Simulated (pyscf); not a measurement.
`[OH][PH][OH]` + `[SiH2]` [singlet] → `[OH][PH][O][SiH3]`, an insertion (singlet surface; H–O broken, O–Si, H–Si formed). Structures and frequencies: ωB97X-D3(BJ)/def2-SVP in PySCF. Correlated levels are frozen-core, on RHF or UHF. ΔMP2 is the change of the MP2 total energy from the triple- to the quadruple-zeta basis. Energies in kcal/mol from the separated reactants.

AM1 to PM7: differences of heats of formation from MOPAC. 

Problem. Quick PM3 single points give ΔE‡ = -11.7 kcal/mol and ΔE = -90.1 kcal/mol. What does CCSD(T)/def2-TZVPP + ΔMP2(QZVPP) give, and how far is the quick result from it?

Solution. CCSD(T)/def2-TZVPP + ΔMP2(QZVPP) gives ΔE‡ = 5.0 kcal/mol and ΔE = -78.3 kcal/mol. PM3 lies 16.7 kcal/mol under it in the barrier and 11.8 kcal/mol under it in the reaction energy, so on this step it does not hold to within 3.0 kcal/mol. At PM3 this geometry lies under one side, so its ΔE‡ may be no barrier of that level. CCSD(T)/def2-TZVPP + ΔMP2(QZVPP) has limits of its own. On the reactant side the descent ends in an adduct with a O–Si contact, 18.4 kcal/mol under the separated species and 19.9 kcal/mol under the saddle at ωB97X-D3(BJ)/def2-TZVP. What is counted as formed (O–Si) is already present as a longer contact in the reactant adduct; forming that adduct is a step of its own. At ωB97X-D3(BJ) the barrier from the zero used here is 1.5 kcal/mol. HO–PH–O–SiH₃ lies 16.1 kcal/mol over its isomer HO–SiH₂–O–PH₂, and others may lie lower still (electronic energy, ωB97M-D3(BJ)). This is the saddle that the search found; another between the same sides may lie lower. The CCSD(T) − MP2 part came from Ansatz, without density fitting, on the same reference.
